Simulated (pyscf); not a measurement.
`[O]=[Nb]([Cl])([Cl])[Cl]` + `[H][H]` → `[OH][NbH]([Cl])([Cl])[Cl]`, an addition across a multiple bond or ene-type step (singlet surface; H–H broken, H–O, H–Nb formed). Single points on ωB97X-D3(BJ)/def2-SVP structures (PySCF, gas phase). Energies in kcal/mol from the separated reactants.

Small-basis levels: PySCF, no dispersion term, spherical d functions. 

**Question.** In single points HF/6-31G*+LANL2DZ puts the saddle at 61.9 kcal/mol and the reaction energy at +16.0 kcal/mol. Should these be trusted to within a few kcal/mol? Compare with ωB97M-D3(BJ)/def2-TZVP.

**Answer.** ωB97M-D3(BJ)/def2-TZVP gives ΔE‡ = 40.4 kcal/mol and ΔE = +15.8 kcal/mol. HF/6-31G*+LANL2DZ lies 21.5 kcal/mol over it in the barrier and 0.2 kcal/mol over it in the reaction energy, so on this step it does not hold to within 3.0 kcal/mol. ωB97M-D3(BJ)/def2-TZVP has limits of its own. At the saddle there is also a short H–Nb contact that neither side keeps. This is the saddle that the search found; another between the same sides may lie lower. In the def2 sets elements past Kr carry core potentials, without spin-orbit coupling.
